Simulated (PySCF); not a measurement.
Gas-phase reaction: 6 Si2H5 = 2 c-Si3H6 + 3 Si2H6

Method: PySCF energies plus ideal-gas RRHO corrections (1 bar). † marks an energy on the PBE0/def2-TZVP geometry and frequencies; other levels use their own. MP2 and CCSD(T) freeze the core. Open shells (unrestricted): Si2H5 (multiplicity 2); the rest are closed-shell singlets. Si2H5, c-Si3H6: computed as isolated molecules; such fragments, hydroxides, amides, oligomers or adducts are transient or little studied in the gas. MP2 isn't extrapolated to the basis-set limit; its ΔH°(298 K) is -569.7 kJ in def2-SVP and -611.3 kJ in def2-TZVPP. CCSD(T) isn't extrapolated to the basis-set limit; its ΔH°(298 K) is -564.7 kJ in def2-SVP and -600.1 kJ in def2-TZVPP. The harmonic model lacks anharmonicity and excited electronic states, which grow with temperature; levels with a mode under 35 cm⁻¹ are left out. Internal rotation in Si2H5, Si2H6 is treated as a harmonic vibration of one conformer, which makes the entropy rough.

```json
[
 {"level": "CCSD(T)/def2-TZVPP†", "ΔE electronic, kJ": "-615", "ΔH°(298 K), kJ": "-600", "ΔS°(298 K), J/K": "-315", "ΔG°(1600 K), kJ": "-105"},
 {"level": "MP2/def2-SVP†", "ΔE electronic, kJ": "-585", "ΔH°(298 K), kJ": "-570", "ΔS°(298 K), J/K": "-315", "ΔG°(1600 K), kJ": "-75"},
 {"level": "PBE0/def2-SVP†", "ΔE electronic, kJ": "-603", "ΔH°(298 K), kJ": "-588", "ΔS°(298 K), J/K": "-315", "ΔG°(1600 K), kJ": "-94"},
 {"level": "PBE0/def2-TZVP", "ΔE electronic, kJ": "-602", "ΔH°(298 K), kJ": "-587", "ΔS°(298 K), J/K": "-315", "ΔG°(1600 K), kJ": "-92"},
 {"level": "LDA/def2-TZVP†", "ΔE electronic, kJ": "-722", "ΔH°(298 K), kJ": "-707", "ΔS°(298 K), J/K": "-315", "ΔG°(1600 K), kJ": "-213"}
]
```
ΔH° is lowest at LDA/def2-TZVP† and highest at MP2/def2-SVP†. No reference value is set beside these.
